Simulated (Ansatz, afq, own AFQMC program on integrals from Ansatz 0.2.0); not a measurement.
Two steps: Ansatz 0.2.0 writes the Fock matrix and Cholesky factors of the valence space, and afq projects on them the lowest state that overlaps trial and start.

```yaml
crystal:
  periodic: [false, false, false]
  atoms:
    - {symbol: N, position_ang: [0.000000, -0.176115, 0.698274]}
    - {symbol: O, position_ang: [0.000000, 0.150778, -0.615224]}
    - {symbol: H, position_ang: [0.000000, 0.752120, 1.135262]}
    - {symbol: H, position_ang: [0.000000, -0.698120, -1.073059]}
basis:
  gaussian: {orbitals: cc-pVDZ}
magnetization: {spin_polarized: true, initial_magnetization: 1}
correlation: {method: ccsd_t, electrons: outside_noble_gas, hamiltonian_folder: ham}
```

```sh
$ ansatz run in.yaml --threads 1 --pin off --events-out ev --progress --plain --max-ram 1382MiB
```

Options of the walk:

```
--method phaseless --trial hf --walkers 120 --populations 1 --least-time 40 --time-step 0.005 --steps-per-block 20 --equilibration-blocks 112 --max-blocks 600 --target-error 0.00129 --factor-cut 1e-05 --start spin_pure --seed 7346 --taylor-order 6
```

Times are imaginary, in 1/Eh. The walk had a cap of 1343 s.

afq prints:

```
orbitals 36  electrons 7 6  factors 278 of 355
reference energy -130.39741321 Eh
CCSD correlation -0.35263014 Eh in 13 cycles, weight of the determinant in the CISD state 0.8913
energy of the start -130.397710 Eh
 block  time / (1/Eh)  mean weight  energy / Eh
     1     0.100  1.0025  -130.503656
     2     0.200  1.0030  -130.568178
     3     0.300  1.0045  -130.600346
     4     0.400  1.0032  -130.654659
     5     0.500  1.0004  -130.665504
     8     0.800  1.0007  -130.693790
    18     1.800  1.0002  -130.768898
    69     6.900  1.0016  -130.784701
   120    12.000  0.9993  -130.781608
   171    17.100  1.0014  -130.789988
   222    22.200  0.9983  -130.699915
   273    27.300  0.9981  -130.773131
   324    32.400  1.0028  -130.723571
   375    37.500  1.0002  -130.810186
   426    42.600  1.0005  -130.825016
   477    47.700  0.9991  -130.718920
   528    52.800  1.0030  -130.807782
   579    57.900  1.0033  -130.734564
   630    63.000  0.9990  -130.717962
   664    66.400  1.0020  -130.837477
   681    68.100  0.9990  -130.694327
   698    69.800  1.0011  -130.824670
blocks merged  error / Eh  count
     1  0.001189  600
     2  0.001531  300
     4  0.001908  150
     8  0.002339  75
    16  0.002738  37
    32  0.002989  18
    64  0.003084  9
energy -130.763339 +/- 0.002989 Eh
(rows thinned)
```

The run passed its tests (sampling time, drift between the halves within three errors, error under three times the target), which doesn't prove that it has relaxed.

Against this walk (error 81.3 meV) on the same determinant: CCSD(T) 135.1 meV higher (within the noise), a separate phaseless walk with a CISD trial and standard settings 137.9 ± 83.4 meV higher (within the noise). The error is statistical and leaves out the bias of the constraint. None of these is a sure reference here.

Cautions: constraint bias not in the error; error above the target (81.3 against 35.1 meV).

The walk took 6 min on 1 thread of Intel(R) Xeon(R) Platinum 8259CL CPU @ 2.50GHz (Skylake/Cascade Lake), on a shared host. The log's last line is the phaseless energy.

A walk keeps the symmetry of its determinant, which the program's search chose and which needn't be the lowest solution, so a lower state of the same spin and another symmetry isn't excluded.
